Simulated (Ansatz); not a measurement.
Two structures, one formula

Two relaxed structures of MgAlH3O, singlet (PBE0-D4/def2-TZVP; forces vanish, vibrations not checked).

A:

```xyz
6
angstrom
O -0.1035 0.4902 -0.3833
Al -1.0690 -1.0627 -0.3470
Mg 0.9855 -0.3354 1.0948
H -2.2401 -0.9932 -1.4543
H -0.1883 1.2795 -0.9259
H 2.3265 0.1315 2.0406
```

B:

```
6
angstrom
O -1.3582 -0.9699 -0.6636
Al -0.3189 0.3845 -0.5168
Mg 1.5967 0.0887 1.4010
H -2.0710 -0.9901 -1.3023
H -0.6468 1.5907 -1.5267
H 2.7982 -0.1039 2.6084
```

Ansatz 0.2.0; basis: def2-TZVPP; cores frozen in the correlated methods. The outer core shell of Li, Na, Mg and K is correlated. The def2 sets are not built for correlating such inner shells, so the correlated values are less sure here. B3LYP uses VWN-RPA correlation.

Which structure is lower at CCSD(T), and by how much? (An estimate is asked for; the value comes from the calculation.)

Computed: A, by 1.43 kcal/mol (electronic energy, against the other). By their contacts, A is MgAlH₃O ([OH]1[MgH][AlH]1) and B is MgAlH₃O ([OH][AlH][MgH]).

Do the other methods give the same order? (A judgement: the text doesn't fix the answer.)

The calculation gives: Not all: HF gives the other order.

```tsv
method	E(B) − E(A) (kcal/mol)
PBE-D4	1.91
r2SCAN-D4	2.65
PBE0-D4	1.26
B3LYP-D4	1.42
wB97M-V	3.12
HF	-1.77
MP2	1.12
CCSD	0.99
CCSD(T)	1.43
```

T1 diagnostic: at most 0.012.

Labels in which every atom is bracketed show which atoms are joined, not bond orders.

For scale, one of the runs: CCSD(T)/def2-TZVPP, 147 basis functions, launched by `ansatz run in.yaml --threads 2 --pin off --events-out ev --progress --plain --max-ram 4352MiB`. Time: 20 s of wall clock on 2 CPU threads of an Arm Neoverse V2; the host was shared. Peak host memory: 0.96 GiB.
